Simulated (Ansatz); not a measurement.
**BaGa$_{2}$H$_{2}$ (P-3m1)**

These are results of DFT r2SCAN, scalar-relativistic, plane waves, PAW in Ansatz, not measurements.

Settings: cutoff 500 eV, Γ-centred mesh 9×9×8 on the computed 5-atom cell, Gaussian smearing of 0.10 eV; no spin polarisation.

The structure is relaxed at this level of theory with its symmetry kept. Whether it is the stable form of this composition wasn't checked.

```
Ba Ga H
1.0
     4.51410    0.00000    0.00000
    -2.25705    3.90933    0.00000
     0.00000    0.00000    4.95699
Ba Ga H
1 2 2
Direct
  0.00000 0.00000 0.00000
  0.33333 0.66667 0.46803
  0.66667 0.33333 0.53197
  0.33333 0.66667 0.13081
  0.66667 0.33333 0.86919
```

Formation energy from the elements' standard states (uncorrected)?

-0.555 eV/atom.

Density of states at the Fermi level?

0.14 states/eV per cell (so small that it hangs on the mesh: a semimetal, or crossings between mesh points).

Löwdin character within 0.5 eV of the Fermi level?

Ga 4p 66 %, H 1s 8 %, unprojected 22 %.

Bulk modulus?

45 GPa.

Its pressure derivative?

4.0.

Bader charges (e)?

Ba (1 in the cell) 1.38, Ga (2 in the cell) -0.13, H (2 in the cell) -0.55.

Spin-orbit coupling is left out, which matters for the bands of heavy elements.